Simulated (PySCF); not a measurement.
**phosphorus trifluoride: calculation against experiment**

**What was measured.**

NIST CCCBDB Release 22 (SRD 101), experimental dipoles lists, for the gas: dipole moment (microwave Stark effect) 1.03 D.

The runs below try to reproduce these values; the comparison stands at the end.

Species: phosphorus trifluoride, PF₃.
Numbering: `[F:1][P:2]([F:3])[F:4]`

Cartesian coordinates in Å at the GFN2-xTB level; atoms count from 1:
```xyz
4
PF3 angstrom
F     -0.837   -1.055   -0.220
P      0.002    0.001    0.637
F      1.337   -0.198   -0.219
F     -0.492    1.256   -0.220
```

Runs made with PySCF (gas phase, on this GFN2-xTB geometry; no spin–orbit coupling):

| level | job | basis functions |
| --- | --- | --- |
| PBE0/pcSseg-1 | shieldings, charges and field gradients | 75 |
| CAM-B3LYP/def2-SVPD | 8 singlets by full TDDFT, 3 Tamm–Dancoff triplets, polarisability | 93 |

## Comparison

**Dipole moment.** Measured: 1.03 D (NIST CCCBDB Release 22 (SRD 101), experimental dipoles).

```
              level  computed (D)  computed − measured (D)  % (from the printed values)
      PBE0/pcSseg-1          1.78                    +0.75                          +73
CAM-B3LYP/def2-SVPD          1.77                    +0.74                          +72
```

Closest is CAM-B3LYP/def2-SVPD (+0.74 D), furthest PBE0/pcSseg-1 (+0.75 D); one molecule doesn't rank methods. The computed dipoles belong to one fixed geometry; measured ones are averaged over vibrations unless marked μe. Magnitudes are compared, not signs.

The geometry is computed, not the measured one. Where a level misses, the cause wasn't examined.
